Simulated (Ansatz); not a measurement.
Enthalpy of formation at 298 K: 8 cases among small inorganics of H, N, O, F and Cl, in kcal/mol, species as SMILES. Conventions: dispersion terms only where a functional's name holds one; non-relativistic; no spin-orbit coupling; open shells spin-unrestricted; six Cartesian d functions in 6-31G* and its kin unless marked 5d; LANL2DZ with its own core potentials from Na on. Ab initio and DFT rows: single points at B3LYP-D3(BJ) geometries (Ansatz, a program for electronic structure), with unscaled harmonic terms from B3LYP/6-31G* (Ansatz) at its own minima, enthalpies of formation by atomisation with measured atoms. The Hartree-Fock reference of FOF, O=[O+][O-] is unstable towards a lower, spin-broken solution.

Measured values: Active Thermochemical Tables 1.112 (ions: stationary electron), as tabulated in the package chemicals; they hold spin-orbit and core effects, anharmonicity. 

| species | atoms | measured | error of B3LYP/6-31G* (Ansatz) | error of HF/6-31G* (Ansatz) | error of PBE/LANL2DZ (Ansatz) | error of B3LYP/def2-TZVPD (Ansatz) | error of PBE0/def2-TZVPD (Ansatz) |
|---|---|---|---|---|---|---|---|
| N#N [molecular nitrogen] | 2 | 0.0 | 6.1 | 120.3 | 33.1 | -0.9 | 3.3 |
| F (HF) | 2 | -65.2 | 12.8 | 53.5 | 14.7 | 2.7 | 5.0 |
| ClCl [molecular chlorine] | 2 | 0.0 | 9.5 | 47.5 | 26.1 | 2.5 | -1.5 |
| FCl | 2 | -13.3 | 4.6 | 57.6 | 17.8 | 1.2 | 0.9 |
| O(F)F | 3 | 5.9 | -6.3 | 133.9 | -6.2 | -0.2 | 1.7 |
| O (H2O) | 3 | -57.8 | 14.5 | 88.4 | 19.2 | 3.3 | 7.0 |
| [O-][O+]=O [ozone] | 3 | 33.9 | 6.3 | 208.1 | 13.3 | 6.8 | 7.6 |
| N#[N+][O-] | 3 | 19.7 | 0.7 | 193.5 | 23.5 | -5.2 | -5.0 |

| level | cases | mean signed error | mean absolute error | median absolute error | largest absolute error |
|---|---|---|---|---|---|
| B3LYP/6-31G* (Ansatz) | 8 | 6.03 | 7.60 | 6.30 | 14.5 |
| HF/6-31G* (Ansatz) | 8 | 112.85 | 112.85 | 104.35 | 208.1 |
| PBE/LANL2DZ (Ansatz) | 8 | 17.69 | 19.24 | 18.50 | 33.1 |
| B3LYP/def2-TZVPD (Ansatz) | 8 | 1.27 | 2.85 | 2.60 | 6.8 |
| PBE0/def2-TZVPD (Ansatz) | 8 | 2.38 | 4.00 | 4.15 | 7.6 |

B3LYP/6-31G* lies above in 7 of 8 cases and within 2 kcal/mol in 1; mean signed error 6.03 kcal/mol, mean absolute 7.60 kcal/mol (8.25 over the 4 cases of up to 2 atoms, 6.95 over the larger). These figures hold for the species listed.

How the rows were picked: cases drawn at random among the computed members of the class that have a tabulated value. The batch they came from held 14 cases of this property in the class: 14 with a tabulated value, 0 with clean coupled cluster alone, 0 with neither, which enter no statistics. The levels are drawn from those run on every case listed, the commonest habits more often. No case is left out for the size of its miss. Left out are saddle points of the reference geometry, anions that the best level run finds unbound, excited spin states, species near biochemistry, 298 K rows of species without real B3LYP wavenumbers, cases with under five habitual levels, runs that failed or that the program found above a lower state of the same kind, table entries that another table contradicts, and a share of species set aside by lot.
